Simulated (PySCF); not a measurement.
Gas-phase reaction: 2 SiF₃OH → SiF₂(OH)₂ + SiF₄

Method: PySCF energies (xtb for GFN2) plus ideal-gas RRHO corrections (1 bar). † marks an energy on the PBE0/def2-TZVP geometry and frequencies; other levels use their own. 6-31G* has spherical d functions here. All species are closed-shell singlets. SiF₃OH, SiF₂(OH)₂: computed as isolated molecules; such fragments, hydroxides, amides, oligomers or adducts are transient or little studied in the gas.

```csv
level,"ΔH°(298 K), kJ"
GFN2-xTB,[?]
HF/6-31G*,3
PBE/def2-TZVP†,3
PBE0/def2-QZVP†,[?]
PBE0/def2-SVP†,[?]
r2SCAN/def2-TZVP†,4
ωB97M-V/def2-TZVP†,3
```

Fill in the missing entries.


- GFN2-xTB, ΔH°(298 K), kJ: 9
- PBE0/def2-QZVP†, ΔH°(298 K), kJ: 4
- PBE0/def2-SVP†, ΔH°(298 K), kJ: 5
